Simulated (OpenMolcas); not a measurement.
**singlet BNH2: levels of theory compared**

We compute a comparison of 6 runs (B3LYP/STO-3G, SVWN5/STO-3G, r2SCAN/STO-3G, MP2/STO-3G, ACPF/STO-3G, CCSD(T)/STO-3G) of singlet BNH2. 

Program for the calculation: OpenMolcas 26.06.

1 further run of the same task is left out (set aside as unsound or not needed).

### 1 The system as given

The species is BNH2 (4 atoms), meant as a singlet with charge 0. SMILES of the parent species: `B[N]`. Geometry: relaxed at GFN2-xTB. That shape belongs to the parent species and isn't relaxed for this state.

Bond lengths: B1–N2 1.312 Å, B1–H3 1.184 Å, B1–H4 1.184 Å. Angles: N2–B1–H3 118.7°, N2–B1–H4 118.7°, H3–B1–H4 122.6°.

### 2 A single-point energy at B3LYP/STO-3G (run 1)

Contents of mol.input:

```
&GATEWAY
BasLib=$CurrDir
Coord
4
angstrom
B       -0.035750       0.006580      -0.023930
N        1.041780      -0.191660       0.697680
H       -1.056920      -0.473990       0.334600
H        0.050890       0.659060      -1.008340
Basis=STO-3G
Group=NoSym
&SEWARD
GridInput
Grid=UltraFine
End of Grid
&SCF
KSDFT=B3LYP
Thresholds=1e-10 1e-07 1e-07 1e-05
PrOrbitals=1 1
```

The basis set STO-3G is read from a file made from the Basis Set Exchange's data (not shown).

On the command line:

```
$ export MOLCAS_MEM=1860
$ pymolcas mol.input > mol.log
```

The program printed:

```text
--- Start Module: gateway ---
[...]
--- Stop Module: gateway /rc=_RC_ALL_IS_WELL_ ---
--- Start Module: seward ---
[...]
      Basis functions           12
--- Stop Module: seward /rc=_RC_ALL_IS_WELL_ ---
--- Start Module: scf ---
[...]
       Convergence after  11 Iterations
[...]
::    Total KS-DFT energy                             -79.6518450347
[...]
      Total spin, S                                     0.0000000000
[...]
      Total electronic charge=   14.000000
      Total            charge=   -0.000000
[...]
      Dipole Moment (debye):
      Origin of the operator (angstrom)=    0.4877   -0.0897    0.3266
                   X= -7.5743E-01               Y=  1.3936E-01               Z= -5.0725E-01           Total=  9.2218E-01
      Quadrupole Moment (debye*angstrom):
[...]
--- Stop Module: scf /rc=_RC_ALL_IS_WELL_ ---
[...]
```

It took 4.2 s on 1 thread of AMD EPYC 7R43 (Zen 3), shared host; peak memory 0.37 GiB.

### 3 The energy at SVWN5/STO-3G (run 2)

Contents of mol.input:

```
* BH2N Kohn-Sham DFT

&GATEWAY
  BASLIB=$CurrDir
  COORD
  4
  angstrom
  B       -0.035750       0.006580      -0.023930
  N        1.041780      -0.191660       0.697680
  H       -1.056920      -0.473990       0.334600
  H        0.050890       0.659060      -1.008340
  BASIS=STO-3G
  GROUP=NoSym

&SEWARD
  GRIDINPUT
  Grid=UltraFine
  End of Grid

&SCF
  KSDFT=SVWN5
  THRESHOLDS=1e-10 1e-07 1e-07 1e-05
  PRORBITALS=1 1
```

The basis set STO-3G is read from a file made from the Basis Set Exchange's data (not shown).

On the command line:

```
$ export MOLCAS_MEM=1860
$ pymolcas mol.input > mol.log
```

The program printed:

```text
--- Start Module: gateway ---
[...]
--- Stop Module: gateway /rc=_RC_ALL_IS_WELL_ ---
--- Start Module: seward ---
[...]
      Basis functions           12
--- Stop Module: seward /rc=_RC_ALL_IS_WELL_ ---
--- Start Module: scf ---
[...]
       Convergence after  13 Iterations
[...]
::    Total KS-DFT energy                             -78.8884731347
[...]
      Total spin, S                                     0.0000000000
[...]
      Total electronic charge=   14.000000
      Total            charge=   -0.000000
[...]
      Dipole Moment (debye):
      Origin of the operator (angstrom)=    0.4877   -0.0897    0.3266
                   X= -9.6556E-01               Y=  1.7764E-01               Z= -6.4664E-01           Total=  1.1756E+00
      Quadrupole Moment (debye*angstrom):
[...]
--- Stop Module: scf /rc=_RC_ALL_IS_WELL_ ---
[...]
```

Wall time 4.2 s (1 thread of AMD EPYC 7R43 (Zen 3), shared host); peak memory 0.37 GiB.

Runs 3 to 5 aren't shown in full; the table further down has their settings and results.

### 4 A single-point energy at CCSD(T)/STO-3G (run 6)

Contents of mol.inp:

```
* BH2N CCSD(T)

&GATEWAY
 BasLib
 $CurrDir
 Coord
 4
 angstrom
 B       -0.035750       0.006580      -0.023930
 N        1.041780      -0.191660       0.697680
 H       -1.056920      -0.473990       0.334600
 H        0.050890       0.659060      -1.008340
 Basis
 STO-3G
 Group
 NoSym

&SEWARD

&SCF
 Thresholds
 1e-10 1e-07 1e-07 1e-05
 PrOrbitals
 1 1

&RASSCF
 FileOrb
 $Project.ScfOrb
 Spin
 1
 Nactel
 0 0 0
 Inactive
 7
 Ras2
 0
 OutOrbitals
 Canonical
 OrbListing
 Nothing

&MOTRA
 JobIph
 Frozen
 2

&CCSDT
 CCT
 Triples
 2
 Iterations
 80
 Accuracy
 1e-08
 Extrapolation
 5 4
```

The basis set STO-3G is read from a file made from the Basis Set Exchange's data (not shown).

On the command line:

```
$ export MOLCAS_MEM=1860
$ pymolcas mol.inp > mol.log
```

The program printed:

```text
--- Start Module: gateway ---
[...]
--- Stop Module: gateway /rc=_RC_ALL_IS_WELL_ ---
[...]
      Basis functions           12
[...]
       Convergence after  12 Iterations
[...]
::    Total SCF energy                                -79.1682829228
[...]
      Total spin, S                                     0.0000000000
[...]
      Number of active orbitals                  0
[...]
      Spin quantum number                      0.0
[...]
      Active orbitals                            0
[...]
      Number of CSFs                             1
[...]
      Number of root(s) required                 1
[...]
      Convergence after  4 iterations
[...]
      Natural orbitals and occupation numbers for root  1
      ************************************************************************************************************************
      *                                                    Final results                                                     *
      ************************************************************************************************************************
[...]
::    RASSCF root number  1 Total energy:    -79.16828292
[...]
      Total electronic charge=   14.000000
      Total            charge=   -0.000000
[...]
      Dipole Moment (debye):
      Origin of the operator (angstrom)=    0.4877   -0.0897    0.3266
                   X= -5.4776E-01               Y=  1.0079E-01               Z= -3.6682E-01           Total=  6.6690E-01
      Quadrupole Moment (debye*angstrom):
[...]
--- Start Module: motra ---
[...]
      *** WARNING: Default frozen orbitals is overwritten by user input.
      *** Default values:   2
[...]
--- Stop Module: motra /rc=_RC_ALL_IS_WELL_ ---
--- Start Module: ccsdt ---
[...]
      Convergence after                    19  Iterations
      Total energy (diff) :     -79.28282347      -0.00000000
[...]
 METHOD                       : CCSD+T(CCSD)+<T3(1)WT1> = CCSD(T)
[...]
       CCSD     =       -79.2828234712019
[...]
--- Stop Module: ccsdt /rc=_RC_ALL_IS_WELL_ ---
[...]
```

It took 3.3 s on 1 thread of AMD EPYC 7R43 (Zen 3), shared host; peak memory 0.37 GiB.

### 5 The series

```
run           level  integration grid  frozen core orbitals  energy (Eh)  dipole moment (D) of the reference  HOMO energy (eV)  LUMO energy (eV)  wall time
  1    B3LYP/STO-3G         UltraFine                     –   -79.651845                                0.92             -6.70             -2.37      4.2 s
  2    SVWN5/STO-3G         UltraFine                     –   -78.888473                                1.18             -5.28             -3.50      4.2 s
  3   r2SCAN/STO-3G         UltraFine                     –   -79.602880                                1.03             -5.70             -3.23      4.8 s
  4      MP2/STO-3G                 –                     2   -79.248440                                0.67            -10.98              4.20        2 s
  5     ACPF/STO-3G                 –                     2   -79.287075                                0.67            -10.98              4.20      2.1 s
  6  CCSD(T)/STO-3G                 –                     2   -79.286247                                0.67            -10.98              4.20      3.3 s
```

### 6 Outcome

| quantity | value |
| --- | --- |
| run 6: total energy | -79.28625 Eh |
| run 6: dipole moment (mean-field density) | 0.67 D |
| run 6: HOMO energy (Hartree–Fock orbitals) | -10.98 eV |
| run 6: LUMO energy (Hartree–Fock orbitals) | 4.20 eV |
| run 6: HOMO–LUMO gap (Hartree–Fock orbitals) | 15.19 eV |
| run 6: correlation energy (2 core orbitals frozen) | -118.0 mEh |
| run 6: (T) correction | -3.42 mEh |

Over runs 1, 2, 3 the dipole moment (its size) runs from 0.92 D (B3LYP/STO-3G) to 1.18 D (SVWN5/STO-3G). Over runs 1, 2, 3 the HOMO–LUMO gap runs from 1.79 eV (SVWN5/STO-3G) to 4.33 eV (B3LYP/STO-3G). Totals of different functionals can't be ranked against each other. In runs 1, 2, 3, 4, 5, 6 the basis is minimal, so the values are rough. All runs together took 21 s, the longest 4.8 s.
